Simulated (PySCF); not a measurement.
PySCF input:

```python
from pyscf import gto, scf, dft

mol = gto.M(
    atom='''
    Si    0.01241810    0.02066246    1.21192572
    Si   -0.00991521    0.04867099   -1.12060913
    H    -1.20864940   -0.56547163    1.82210639
    H     1.21762135   -0.61946299    1.79894031
    H    -0.03689409   -1.31618260   -1.70716646
    H    -1.21053620    0.78404316   -1.58393597
    H     1.20341781    0.74640588   -1.60837640
    ''',
    basis='def2-tzvpd',
    charge=0,
    spin=1,
    verbose=4,
)

mf = dft.UKS(mol, xc='tpss').density_fit(auxbasis='def2-universal-jkfit')
mf.grids.level = 3
mf.conv_tol = 1e-9
mf.max_cycle = 100
mf.max_memory = 1500
mf.kernel()
if not mf.converged:
    mf = mf.newton()
    mf.kernel(mf.make_rdm1())
for _ in range(2):
    mo, _, stable, _ = mf.stability(return_status=True)
    if stable:
        break
    mf.kernel(mf.make_rdm1(mo, mf.mo_occ))
mf.analyze()
```

### Question
What final total energy does it print?

### Answer
-582.00529 Eh (TPSS/def2-TZVPD).

It need not be the lowest isomer of its formula.
